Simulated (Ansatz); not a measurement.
C2H5NO can be A, `COC=N`, or B, `C=NCO`.

Gas-phase electronic energies from Ansatz, PBE0-D4/def2-TZVP geometries. CBS: MP2 limit from def2 TZ/QZ plus the TZ coupled-cluster correction, frozen cores. Functionals use def2-TZVPP. One conformer a species, not always the lowest.

(1) Which isomer does CCSD(T)/CBS put lower? Give the gap. (Best estimate.)

(2) Give E(B) − E(A) in kJ/mol with PBE0-D4, r2SCAN-D4, ωB97M-V, CCSD/def2-TZVPP, CCSD(T)/def2-TZVPP, MP2/def2-TZVPP, BLYP-D4. (An estimate is asked.)

(3) Does the order hold for the free energy at 298.15 K (harmonic terms from PBE0-D4)? (Estimate.)

Largest T1 diagnostic: 0.014.

## Answers

(1) The calculation gave: A, by 39.9 kJ/mol.

(2) Computed: PBE0-D4 46.8, r2SCAN-D4 52.5, ωB97M-V 45.6, CCSD/def2-TZVPP 39.5, CCSD(T)/def2-TZVPP 40.6, MP2/def2-TZVPP 43.1, BLYP-D4 47.7. None reverses the order clearly.

(3) Ansatz gave: Yes: G(B) − G(A) = +36.3 kJ/mol, for one conformer each.

Leaving LDA and LC-ωPBE aside and taking each functional with its dispersion term where it has one, the values, not all of them listed here, spread over 7.0 kJ/mol, from BHLYP-D4 to r2SCAN-D4. LDA lies +6.0 kJ/mol from PBE without D4. At CCSD(T), def2-SVP lies +5.1 kJ/mol from the extrapolated value and def2-TZVPP +0.7 kJ/mol.
